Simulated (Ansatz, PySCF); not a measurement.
Species: hydrogen peroxide, H2O2 (charge 0, singlet). 
Coordinates optimised at B3LYP-D3(BJ)/def2-TZVP (Ansatz, a quantum-chemistry and plane-wave program):
```xyz
4

O      0.0155     0.7238    -0.0702
O     -0.0112    -0.7261    -0.0419
H      0.8057     0.8967     0.4614
H     -0.8394    -0.8786     0.4355
```

Total electronic energies in hartree. Correlated levels leave the core frozen unless marked. No spin-orbit coupling. No relativistic terms. Basis-set limits of correlation are two-point, X^-3; Hartree-Fock from the larger set.

| level | program | energy (Eh) |
|---|---|---|
| HF-D4/def2-TZVPD | PySCF + dftd4 | -150.84559 |
| RI-HF/aug-cc-pVQZ | Ansatz | -150.84900 |
| RI-HF/cc-pVQZ | Ansatz | -150.84796 |
| BP86/def2-TZVPD | PySCF | -151.62862 |
| B3LYP-D3(BJ)/def2-TZVPD | Ansatz + dftd3 | -151.62239 |
| PBE0/def2-SVP | Ansatz | -151.26327 |
| PBE0-D4/def2-TZVP | Ansatz + dftd4 | -151.45502 |
| PBE0/def2-TZVPD | Ansatz | -151.45739 |
| r2SCAN0-D4/def2-TZVPD | Ansatz + dftd4 | -151.51364 |
| r2SCAN0/def2-TZVPD | Ansatz | -151.51346 |
| MN15-D3(BJ)/def2-TZVPD | PySCF + dftd3 | -151.46810 |
| RPA@PBE/cc-pVTZ | Ansatz | -151.57294 |
| RPA@PBE/cc-pVQZ | Ansatz | -151.65343 |
| MP2/cc-pVTZ | Ansatz | -151.33263 |
| MP2/CBS(cc-pVTZ,cc-pVQZ) | Ansatz | -151.4131 |
| MP2/CBS(def2-TZVPPD,def2-QZVPPD) | Ansatz | -151.4144 |
| RI-MP2/aug-cc-pVTZ | Ansatz | -151.34777 |
| RI-MP2/def2-TZVPP | Ansatz | -151.33880 |
| RI-MP2/def2-QZVPPD | Ansatz | -151.38688 |
| RI-MP2/CBS(def2-TZVPPD,def2-QZVPPD) | Ansatz | -151.4142 |
| CCSD/cc-pVDZ | Ansatz | -151.18460 |
| CCSD(T)/CBS(cc-pVTZ,cc-pVQZ) | Ansatz | -151.4354 |
| CCSD(T)/CBS(def2-TZVPPD,def2-QZVPPD) | Ansatz | -151.4364 |

Totals of different functionals don't rank their quality; only differences between species are comparable.
